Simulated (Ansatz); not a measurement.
# H5S2Si: the cost of one run

Method: RKS PBE-D4/6-31G*, in Ansatz 0.2.0.

## 1. Starting point

Bond lengths: Si1–S2 2.271 Å, S2–S3 2.062 Å, Si1–H4 1.456 Å, Si1–H5 1.457 Å, Si1–H6 1.450 Å, S3–H7 1.361 Å, S3–H8 1.361 Å. Angles: Si1–S2–S3 103.5°, S2–Si1–H4 100.8°, S2–Si1–H5 100.7°, S2–Si1–H6 97.8°, H4–Si1–H5 114.8°, H4–Si1–H6 118.4°, H5–Si1–H6 118.3°, S2–S3–H7 100.1°, S2–S3–H8 99.8°, H7–S3–H8 91.9°.

As a file:

```xyz
8

Si   -0.9085    1.2363   -0.5961
S     0.2253    0.1913    1.0715
S     0.9253   -1.5281    0.1738
H    -1.9006    0.2233   -0.9290
H     0.1507    1.4026   -1.5820
H    -1.3361    2.3994    0.1564
H     2.2284   -1.4893    0.5653
H     0.6154   -2.4356    1.1401
```

## 2. Relaxing end A

input.yaml reads:

```yaml
crystal:
  periodic: [false, false, false]
  atoms:
    - { symbol: Si, position_ang: [-0.90851, 1.2363, -0.59609] }
    - { symbol: S, position_ang: [0.22533, 0.1913, 1.07152] }
    - { symbol: S, position_ang: [0.92528, -1.52806, 0.17384] }
    - { symbol: H, position_ang: [-1.90056, 0.22332, -0.929] }
    - { symbol: H, position_ang: [0.15071, 1.40258, -1.58204] }
    - { symbol: H, position_ang: [-1.33607, 2.39944, 0.1564] }
    - { symbol: H, position_ang: [2.22844, -1.48929, 0.56529] }
    - { symbol: H, position_ang: [0.61537, -2.43558, 1.14008] }
total_charge: 1
basis:
  gaussian: { orbitals: "6-31G*" }
hamiltonian:
  xc: pbe
  dispersion: d4
relax:
  f_tol: 0.02
  max_steps: 50
```

Started as:

```sh
ansatz run input.yaml --threads 1 --pin off --max-ram 2048MiB --backend cpu --events-out ev --progress --plain --runs-dir out
```

What time and memory should one allow on 1 thread of Intel Xeon Platinum 8259CL at 2.50GHz (Skylake/Cascade Lake), shared host?

About 20 s, with a peak of 0.14 GiB.
